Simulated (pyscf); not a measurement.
H₁₈Si₁₁ (SMILES [SiH3][SiH2][Si]12[SiH2][SiH]3[SiH2][SiH]([SiH2][SiH]1[SiH2]3)[SiH2]2) -> H₁₂Si₉ (SMILES [SiH2]1[Si]2=[Si]3[SiH2][SiH]1[SiH2][SiH]([SiH2]2)[SiH2]3) + H₃Si–SiH₃ (SMILES [SiH3][SiH3]), an elimination (singlet surface; Si–Si, H–Si broken, H–Si formed). Structures and frequencies: ωB97X-D3(BJ)/def2-SVP in PySCF. Energies in eV from the reactant's lowest minimum found.

AM1 to PM7: differences of heats of formation from MOPAC, which are fitted to 298 K values and so differ in kind from electronic energies by zero-point and thermal terms. 

Problem. In single points PM7 puts the saddle at 4.08 eV and the reaction energy at +3.19 eV. Should these be trusted to within a few kcal/mol? Compare with ωB97M-D3(BJ)/def2-TZVP.

Solution. ωB97M-D3(BJ)/def2-TZVP gives ΔE‡ = 2.41 eV and ΔE = +2.48 eV. PM7 lies 1.68 eV over it in the barrier and 0.71 eV over it in the reaction energy, so on this step it does not hold to within 0.13 eV. ωB97M-D3(BJ)/def2-TZVP has limits of its own. On the product side the descent ends in an adduct with a Si–Si, H–Si contact, 0.39 eV under the separated species and 0.25 eV under the saddle at ωB97X-D3(BJ)/def2-TZVP. At ωB97M-D3(BJ) the saddle lies under the separated products, which points to a path from their complex (located at ωB97X-D3(BJ) alone), and parting the products costs more than the saddle. What is counted as broken (H–Si) persists as a longer contact in the product adduct; parting that adduct is a step of its own. At ωB97X-D3(BJ)/def2-TZVP the barrier from the zero used here is 2.52 eV. One saddle was located; it need not be the lowest between these sides. A restricted solution here is unstable towards spin polarisation, so biradical character is likely and single-reference numbers are less safe. The nine-atom cage is a hydrogen-capped model of the (100) dimer, relaxed without constraints.
